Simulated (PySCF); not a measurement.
**How the method changes the constants of BS**

State: ²Σ⁺ (doublet), unpaired electrons σ ↑. Set-up: B pcseg-1, S pcseg-1; no relativity (PySCF 2.14). De refers to B + S in their high-spin ground configurations, without counterpoise correction. The functionals are run spin-unrestricted. A positive dipole means B(−)S(+).

| Level | Re (Å) | ωe (cm⁻¹) | De (eV) | μ (D) |
| --- | --- | --- | --- | --- |
| ROHF | 1.601 | 1270 | 3.98 | -1.83 |
| ROHF-MP2 | 1.619 | 1217 | 5.58 | n/a |
| ROHF-SCS-MP2 | 1.619 | 1214 | 5.30 | n/a |
| ROHF-CCSD | 1.619 | 1212 | 5.06 | n/a |
| ROHF-CCSD(T) | 1.627 | 1181 | 5.28 | n/a |
| LDA | 1.623 | 1176 | 6.87 | -0.79 |
| PBE | 1.631 | 1159 | 6.12 | -0.87 |
| BP86 | 1.633 | 1150 | 6.01 | -0.89 |
| r²SCAN | 1.620 | 1195 | 6.07 | -1.08 |
| PBE0 | 1.616 | 1208 | 5.83 | -1.09 |
| M06-2X | 1.611 | 1224 | 5.80 | -1.15 |

The bond length runs from 1.601 Å (ROHF) to 1.633 Å (BP86). De spans 3.98 eV (ROHF, mean field) to 6.87 eV (LDA, local density). Correlation at CCSD(T) changes the Hartree–Fock bond energy by +1.30 eV; the triples alone change it by +0.22 eV.

Correlated steps freeze 6 core orbitals. Correlated levels converge slowly with the basis: in double zeta they bind strong bonds too weakly, by up to about 1 eV, and carry superposition errors of some tenths. The state was picked by a PBE0 search and need not be the measured ground state.

The whole job (state search and all levels along the bond) took about 0.65 min on 1 thread of Arm Neoverse V2 (shared host), peak memory 0.38 GiB.
